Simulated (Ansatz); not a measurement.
System: methanedithione, CS₂ (charge 0, singlet). 
Coordinates optimised at B3LYP-D3(BJ)/def2-TZVP (Ansatz, a first-principles code):
```xyz
3

S      0.0000     0.0000    -1.5527
C      0.0000     0.0000     0.0000
S      0.0000     0.0000     1.5527
```
Charge 0, spin multiplicity 1.

Quantity: atomisation energy (electronic, to ground-state atoms), in eV. Correlated levels leave the core frozen unless marked. UHF or UKS for open shells. No spin-orbit coupling. No relativistic terms. The coupled-cluster limit lacks core correlation, which all-electron functionals hold. Basis-set limits of correlation are two-point, X^-3; Hartree-Fock from the larger set.

| level | program | atomisation energy (eV) |
|---|---|---|
| HF/cc-pV(T+d)Z | Ansatz | 7.11 |
| PBE0-D4/def2-TZVPD | Ansatz + dftd4 | 12.38 |
| wB97M-V/def2-TZVPD | Ansatz | 12.18 |
| MP2/cc-pV(T+d)Z | Ansatz | 12.39 |

Problem. Estimate the value at CCSD(T)/CBS(cc-pV(T+d)Z,cc-pV(Q+d)Z) as computed with Ansatz.

Solution. 12.06 eV, so MP2/cc-pV(T+d)Z differs from it by 0.33 eV.
